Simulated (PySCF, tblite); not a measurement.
C₅H₁₀O.
Atom-mapped SMILES: `[CH2:1]=[CH:2][CH2:3][O:4][CH2:5][CH3:6]` (hydrogens: H7, H8 on C1; H9 on C2; H10, H11 on C3; H12, H13 on C5; H14, H15, H16 on C6)

Geometry (GFN2-xTB, Å), atoms numbered from 1 in this order:
```xyz
16
C5H10O angstrom
C     -3.1310    0.1393    0.5346
C     -1.9473    0.6474    0.2523
C     -0.8436   -0.1040   -0.4231
O      0.3827    0.2457    0.1747
C      1.4936   -0.3784   -0.4237
C      2.7517    0.0560    0.3100
H     -3.3827   -0.8814    0.2964
H     -3.9013    0.7235    1.0071
H     -1.6978    1.6687    0.5007
H     -1.0111   -1.1907   -0.3537
H     -0.8220    0.1622   -1.4968
H      1.5531   -0.0960   -1.4883
H      1.3816   -1.4741   -0.3736
H      2.8571    1.1358    0.2555
H      3.6230   -0.4130   -0.1389
H      2.6863   -0.2322    1.3555
```

Method used: PBE0/pcSseg-1 in PySCF (dipole) on a GFN2-xTB geometry, gas phase.

Take the most abundant isotopes and a rigid rotor. The values belong to one conformer with, in the numbering `[CH2:1]=[CH:2][CH2:3][O:4][CH2:5][CH3:6]`, C1–C2–C3–O4 -141°, C2–C3–O4–C5 -178°, C3–O4–C5–C6 -179°.

Q: What are A, B and C (MHz)?

A: Ia = 31.57, Ib = 366.65, Ic = 379.67 u·Å²; 505379 MHz·u·Å²/I gives A = 16009, B = 1378, C = 1331 MHz.

Q: Classify the top.

A: A near-prolate asymmetric top; Ray's κ = -0.994.

Q: What does the inertial defect say?

A: Not planar: Δ = Ic − Ia − Ib = -18.55 u·Å². For a rigid frame Δ = −2 Σ m c², so Σ m c² = 9.27 u·Å² lies off the ab plane: 6.57 from hydrogen and 2.70 from heavier atoms. The atom farthest from that plane is 1.08 Å away.

Q: Where do the levels up to J = 5 lie, in K?

A: Above 0(0,0), as E/k:
J = 1: 1(0,1) 0.130, 1(1,1) 0.832, 1(1,0) 0.834
J = 2: 2(0,2) 0.390, 2(1,2) 1.090, 2(1,1) 1.097, 2(2,1) 3.203, 2(2,0) 3.203
J = 3: 3(0,3) 0.780, 3(1,3) 1.477, 3(1,2) 1.490, 3(2,2) 3.593, 3(2,1) 3.593, 3(3,1) 7.110, 3(3,0) 7.110
J = 4: 4(0,4) 1.300, 4(1,4) 1.992, 4(1,3) 2.015, 4(2,3) 4.114, 4(2,2) 4.114, 4(3,2) 7.630, 4(3,1) 7.630, 4(4,1) 12.553, 4(4,0) 12.553
J = 5: 5(0,5) 1.950, 5(1,5) 2.637, 5(1,4) 2.671, 5(2,4) 4.764, 5(2,3) 4.764, 5(3,3) 8.280, 5(3,2) 8.280, 5(4,2) 13.204, 5(4,1) 13.204, 5(5,1) 19.533, 5(5,0) 19.533
The levels of one J sum to (2J + 1)J(J + 1)(A + B + C)/3.

Q: Which types of transition are allowed, and where do some lines up to J = 3 fall?

A: The dipole components are |μa| = 0.29 D, |μb| = 1.22 D, |μc| = 0.10 D. The squared components, which scale the intensities, stand as 0.05 : 1.00 : 0.01 (a : b : c). Some lines, for components of 0.1 D or more:

```tsv
type	branch	J(Ka,Kc)	MHz	lower level (cm⁻¹)
a	R	3(2,2) ← 2(2,1)	8128	2.226
a	R	3(1,2) ← 2(1,1)	8199	0.762
c	Q	3(1,3) ← 3(0,3)	14513	0.542
c	Q	2(1,2) ← 2(0,2)	14584	0.271
b	Q	2(1,1) ← 2(0,2)	14726	0.271
b	R	2(1,2) ← 1(0,1)	20003	0.090
b	R	3(1,3) ← 2(0,2)	22641	0.271
c	R	2(2,0) ← 1(1,0)	49360	0.580
c	R	2(2,1) ← 1(1,1)	49407	0.578
b	R	3(2,2) ← 2(1,1)	52022	0.762
c	R	3(2,2) ← 2(1,2)	52163	0.758
c	R	3(3,1) ← 2(2,1)	81402	2.226
```

Q: Estimate the classical rotational partition function at 10 K, 25 K and 200 K.

A: Point group C1, symmetry number σ = 1; q = (√π/σ)·√((kT/h)³/(ABC)), k/h = 20836.6 MHz/K: 984 at 10 K, 3890 at 25 K, 88000 at 200 K.

Its GFN2-xTB frequencies are all real (lowest 49 cm⁻¹). No vibrational averaging or centrifugal distortion is included, and the geometry carries the error of its method. A rigid rotor knows nothing of internal rotation, which can split or shift real lines.
